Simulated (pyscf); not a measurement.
A first-order saddle from PySCF, ωB97X-D3(BJ)/def2-SVP:

```
B
N 1 1.3014
H 2 1.0107 1 134.19
Cl 1 1.6974 2 164.20 3 0.00
H 2 1.4225 3 139.35 1 -179.95
Cl 5 1.4676 2 139.22 3 179.99
```
Charge 0, spin multiplicity 1.

Surface: singlet, charge 0. Lowest wavenumbers (cm⁻¹): 1049i, 145, 363, 375, 519.

Question: Name the species on either side of this saddle.

Answer: H₂N–B(Cl)–Cl (SMILES NB(Cl)Cl) ⇌ HN=B–Cl (SMILES N=BCl) + HCl (SMILES Cl), an elimination read from left to right: H–N, B–Cl broken and Cl–H formed. At CCSD(T)/def2-TZVPP + ΔMP2(QZVPP) it lies +306.8 kJ/mol from the left side and +56.9 kJ/mol from the right (each side as separated species at their lowest minima found). One saddle was located; it need not be the lowest between these sides. The CCSD(T) − MP2 part came from Ansatz, without density fitting, on the same reference.
